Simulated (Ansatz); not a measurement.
# LiHO: ionisation energy by level of theory

The task here is to estimate one member of a computed series from the others.

Computed with Ansatz 0.2.0, Gaussian basis. Level: unrestricted cation, the program's frozen cores in correlated methods.

The runs, in order: UKS PBE-D4/def2-TZVPP; UKS r2SCAN-D4/def2-TZVPP; UKS PBE0-D4/def2-TZVPP; UKS B3LYP-D4/def2-TZVPP; UKS wB97X-V/def2-TZVPP; UKS wB97M-V/def2-TZVPP; UKS B2PLYP/def2-TZVPP; UHF-CCSD(T)/def2-TZVPP; UHF-CCSD(T)/def2-QZVPP; extrapolation to the limit; then −ε(HOMO) from the neutral's earlier runs with LDA (SPW92), PBE-D4, revPBE-D4, BLYP-D4, r2SCAN-D4, B97M-V, PBE0-D4, B3LYP-D4, r2SCANh-D4, r2SCAN0-D4, HSE06-D4, BHLYP-D4, CAM-B3LYP-D4, LC-ωPBE, ωB97X-V, ωB97M-V.

### The relaxed structure

The geometry comes from an earlier relaxation with PBE0-D4 in a triple-zeta def2 set; it is a stationary point.

SMILES `[Li][OH]`, 3 atoms, charge 0, spin multiplicity 1.

Atoms are counted from 1 here; the program's logs count them from 0.

Bond lengths: Li1–O2 1.571 Å, O2–H3 0.948 Å. Angles: Li1–O2–H3 180.0°.

As a file:

```xyz
3

Li    0.95193    0.74530    0.59377
O    -0.14912   -0.13831   -0.09544
H    -0.81381   -0.67179   -0.51152
```

Set-up of the first run:

in.yaml reads:

```yaml
crystal:
  periodic: [false, false, false]
  atoms:
    - {symbol: Li, position_ang: [0.951928, 0.745297, 0.593766]}
    - {symbol: O, position_ang: [-0.149116, -0.138309, -0.095444]}
    - {symbol: H, position_ang: [-0.813812, -0.671787, -0.511522]}
basis:
  gaussian: {orbitals: def2-TZVPP}
total_charge: 1
magnetization: {spin_polarized: true, initial_magnetization: 1}
hamiltonian: {xc: pbe, dispersion: d4}
```

Started as:

```bash
ansatz run in.yaml --threads 2 --pin off --events-out ev --progress --plain --max-ram 32768MiB --backend cpu
```

Steps of the session up to this table: Cation, UKS PBE-D4/def2-TZVPP; Cation, UKS r2SCAN-D4/def2-TZVPP; Cation, UKS PBE0-D4/def2-TZVPP; Cation, UKS B3LYP-D4/def2-TZVPP; Cation, UKS wB97X-V/def2-TZVPP; Cation, UKS wB97M-V/def2-TZVPP; Cation, UKS B2PLYP (frozen core)/def2-TZVPP; Cation, UHF-CCSD(T)/def2-TZVPP; Cation, UHF-CCSD(T)/def2-QZVPP.

One of the session's tables, all rows but one given; the rest of the session is left out.

It belongs to the step «Ionisation energies side by side». Orbital estimates, from the neutral's runs:

```
  functional  −ε(HOMO) (eV)
 LDA (SPW92)           4.86
      PBE-D4           4.66
   revPBE-D4           4.59
     BLYP-D4           4.63
   r2SCAN-D4           4.87
      B97M-V           4.93
     PBE0-D4           6.18
    B3LYP-D4           5.99
  r2SCANh-D4           5.46
  r2SCAN0-D4           6.37
    HSE06-D4           5.77
    BHLYP-D4           7.75
CAM-B3LYP-D4           7.76
     LC-ωPBE              ?
     ωB97X-V           8.73
     ωB97M-V           8.71
```

**Question.** Estimate the row for LC-ωPBE.

The run gave: −ε(HOMO) (eV): 9.10. In the column «−ε(HOMO) (eV)» it is the highest.
